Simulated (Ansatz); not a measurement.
Structure relaxation of Li₂H

Method: DFT PBE, scalar-relativistic, plane waves, PAW (Ansatz 0.2.0). Cutoff 420 eV, Γ-centred k mesh, Gaussian smearing, no spin polarisation in the final step.

The start puts Li₂H on the anti-CaC2 structure type (I4/mmm, No. 139), with H in place of Ca, Li in place of C, at a guessed volume.

```
CELL_PARAMETERS angstrom
-1.69447 1.69447 2.77911
1.69447 -1.69447 2.77911
1.69447 1.69447 -2.77911
ATOMIC_POSITIONS crystal
Li 0.59300 0.59300 0.00000
Li 0.40700 0.40700 0.00000
H 0.00000 0.00000 0.00000
```

Steps on the 8×8×8 mesh (3 atoms). 12 of 14 steps are shown, and the free energy counts from the last. Trial steps that were taken back and renewals of the plane-wave basis can be among the rows.

```tsv
step	ΔF (meV/atom)	V (Å³/atom)	P (GPa)	largest force component (eV/Å)
1	1569.2	10.64	8.44	11.298
2	1246.7	9.31	12.12	9.441
3	650.2	8.47	14.53	5.217
5	158.3	9.69	6.83	0.949
6	86.6	10.97	2.99	0.329
7	64.4	12.46	0.22	0.197
8	57.4	12.75	-0.14	0.182
9	48.7	13.47	-0.96	0.210
10	16.0	14.23	-1.06	0.199
12	4.8	13.44	0.89	0.019
13	2.8	14.43	-0.05	0.017
14	0.0	14.43	0.08	0.015
```

A final relaxation ran on a 18×18×18 mesh. The relaxed crystal, I4/mmm (No. 139):

```
Li H
1.0
    -1.91964    1.91964    2.96835
     1.91964   -1.91964    2.96835
     1.91964    1.91964   -2.96835
Li H
2 1
Direct
  0.71579 0.71579 0.00000
  0.28421 0.28421 0.00000
  0.00000 0.00000 0.00000
```

```yaml
Volume_per_atom: 14.58 Å³
Density: 0.57 g/cm³
Energy_over_the_elements: 0.26 eV/atom
Gap_on_the_18×18×18_mesh: 0 eV (a metal)
```

Energies over the elements count from the elements' standard structures at the same level (H₂ as a molecule), with no empirical corrections.

The final run used a 18×18×18 mesh on its 3-atom cell and 0.10 eV smearing. The k mesh leaves about 4 meV/atom of noise in metals.

Symmetry constrained the relaxation, so the result can be a saddle point.

Cost: 3 runs of about 0.95 core-minutes in all, on AMD EPYC 7B13 (Zen 3) (shared hosts).